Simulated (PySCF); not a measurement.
Bonds (- single, = double, # triple, : aromatic): O1=B2 1.204 Å, B2-Cl3 1.688 Å.

Geometry: PBE0-D3(BJ)/def2-SVP; GIAO shifts from PySCF 2.14, gas phase, non-relativistic, averaged over equivalent atoms.

At PBE0/pcSseg-1 (58 basis functions, 3.3 s wall time on 1 thread of an Intel Xeon Platinum 8375C, shared host):
| atoms | δ (ppm) |
| --- | --- |
| O1 | 245.6 |
| B2 | 15.2 |
| Cl3 | -48.9 |

Scale: H2O for ¹⁷O (334.56 ppm); BF3·OEt2 for ¹¹B (100.73 ppm); ³⁵Cl (943.27 ppm) vs HCl (reference shieldings calculated alike).

What do these become at B3LYP/pcSseg-2?

## Answers


| atoms | δ at B3LYP/pcSseg-2 | change |
| --- | --- | --- |
| O1 | 235.0 | -10.6 |
| B2 | 14.4 | -0.8 |
| Cl3 | -61.4 | -12.5 |

Shifts are taken against calculated references (same method and geometry level): ¹⁷O (σref 325.85) vs H2O; BF3·OEt2 for ¹¹B (σref 96.39); ³⁵Cl (σref 927.31) vs HCl.

The largest change is at Cl3 (chlorine bonded to B). Cost: 115 basis functions, 3.4 s wall time on 1 thread of an Intel Xeon Platinum 8375C, shared host.

Experimental scales use liquid or dissolved standards, which lie at an offset from isolated H2O (liquid H2O: subtract about 36 ppm).
